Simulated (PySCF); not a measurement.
**BH3F−, an adduct: interaction energy**

One table from this session's results is given with a row withheld; the runs are named, their logs left out.

Computed with PySCF 2.14.0; each step states its level. No surroundings beyond the atoms listed, unless a continuum is named. Atoms count from 0, parts from 1.

### Starting point

5 atoms, charge -1, multiplicity 1; geometry: GFN2-xTB. Parts: 1 = atoms 0–3, `B`, charge 0; 2 = atom 4, `[F-]`, charge -1. In the given geometry B0 and F4 of different parts are bonded (1.42 Å), so values for the parts refer to these atom groups.

The first run:

What the job is given:

```
{"job": {"xc": "PBE0", "basis": "def2-TZVPD", "d3": "d3bj", "grid": 3, "kind": "geom", "shake": 0.01}, "charge": -1, "multiplicity": 1, "parts": [{"atoms": "0-3", "charge": 0, "multiplicity": 1}, {"atoms": "4-4", "charge": -1, "multiplicity": 1}]}
B      0.012680    -0.410032     0.292592
H      1.134161     0.041167     0.355881
H     -0.354469    -0.554394    -0.891240
H     -0.755011     0.382036     0.844024
F     -0.060546    -1.669012     0.952929
```

Launch:

```bash
$ OMP_NUM_THREADS=1 python cluster_run.py task.json out
```

This one command runs all jobs of the session in turn.

Steps of the session up to this table: Relaxing the molecule at PBE0-D3(BJ)/def2-TZVPD; Coupled-cluster interaction energy: CCSD(T) and MP2, 1.46 Å; Coupled-cluster interaction energy: CCSD(T) and MP2, 1.53 Å; Coupled-cluster interaction energy: CCSD(T) and MP2, 1.60 Å; Coupled-cluster interaction energy: CCSD(T) and MP2, 1.38 Å; Coupled-cluster interaction energy: CCSD(T) and MP2, 1.82 Å; Coupled-cluster interaction energy: CCSD(T) and MP2, 1.31 Å; Coupled-cluster interaction energy: CCSD(T) and MP2, 2.18 Å; Coupled-cluster interaction energy: CCSD(T) and MP2, 2.91 Å.

One table of the session follows, with a row left open; its other results are not shown here.

It belongs to the step «Coupled-cluster interaction energy: CCSD(T) and MP2, 2.91 Å». 

| method | interaction energy (kcal/mol) |
| --- | --- |
| HF/aug-cc-pVDZ | -20.80 |
| MP2/aug-cc-pVDZ | -22.17 |
| CCSD/aug-cc-pVDZ | -21.92 |
| CCSD(T)/aug-cc-pVDZ | -22.61 |
| HF/aug-cc-pVQZ | -20.88 |
| MP2/aug-cc-pVQZ | -22.26 |
| SCS-MP2/aug-cc-pVQZ | -21.88 |
| MP2, extrapolated | -22.23 |
| CCSD(T), limit estimate | ? |

**Question.** Estimate the row for CCSD(T), limit estimate.

As computed: interaction energy (kcal/mol): -22.67. In the column «interaction energy (kcal/mol)» it is the lowest.

Caveats from the session: At 2.18 Å a test (T1, the size of the triples or of CCSD(T) less MP2, charge moved between the parts) flags the run, so its CCSD(T) estimate is not taken as a benchmark. At 2.91 Å a test (T1, the size of the triples or of CCSD(T) less MP2, charge moved between the parts) flags the run, so its CCSD(T) estimate is not taken as a benchmark.
